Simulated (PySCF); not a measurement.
Bonds broken one at a time in the series silaethenyl-X. All species are isolated molecules in the gas phase. One relaxed conformer stands for each flexible species; it need not be the lowest. Strings in code marks are SMILES.

The dipole moment from two functionals at the same geometries (PBE0-D3(BJ)/def2-TZVP), both in PySCF: PBE-D3(BJ)/def2-TZVP and PBE0-D3(BJ)/def2-TZVP. 

```
species                        PBE0-D3(BJ)/def2-TZVP (D)
-----------------------------  -------------------------
radical fragment (`C=[SiH]`)                        0.63
radical fragment (`[CH3]`)                          0.00
whole molecule (`C=[SiH]Cl`)                        0.85
radical fragment (`[OH]`)                           1.77
radical fragment (`[C]#N`)                          1.49
whole molecule (`C#C[SiH]=C`)                       1.25
```

Q: What does PBE-D3(BJ)/def2-TZVP give for each?

A: 
- radical fragment (`C=[SiH]`): 0.50
- radical fragment (`[CH3]`): 0.00
- whole molecule (`C=[SiH]Cl`): 0.74
- radical fragment (`[OH]`): 1.72
- radical fragment (`[C]#N`): 1.15
- whole molecule (`C#C[SiH]=C`): 1.06
Over these rows, drawn at random from the members with no instability flagged (it was tested for open shells, ions and some series alone), PBE minus PBE0-D3(BJ): mean -0.14 D, from -0.34 D to 0.00 D.
